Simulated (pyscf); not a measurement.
PySCF, gas phase, ωB97X-D3(BJ)/def2-SVP geometries.

Problem. For HO–As(OH)–OH + H₂ → HO–AsH–OH + H₂O, a four-centre exchange (singlet surface; As–O, H–H broken, As–H, H–O formed), PBE/def2-TZVP gives ΔE‡ = 41.4 kcal/mol and ΔE = +7.0 kcal/mol (zero: the separated reactants). In which direction and how far do r²SCAN/def2-TZVP, M06-2X/def2-TZVP, ωB97M-D3(BJ)/def2-TZVP move these?

Solution. r²SCAN: ΔE‡ = 45.6 kcal/mol, ΔE = +8.5 kcal/mol; M06-2X: ΔE‡ = 51.9 kcal/mol, ΔE = +10.3 kcal/mol; ωB97M-D3(BJ): ΔE‡ = 48.6 kcal/mol, ΔE = +7.0 kcal/mol. PBE's barrier lies under all of them, by 4.2 to 10.4 kcal/mol. Its reaction energy matches one of them and lies within 3.2 kcal/mol of the others. Low barriers are usual for a GGA, whose delocalisation error favours stretched bonds. At the saddle there is also a short As–H contact that neither side keeps. This is the saddle that the search found; another between the same sides may lie lower. Elements up to Kr have no core potential and no relativistic terms here.
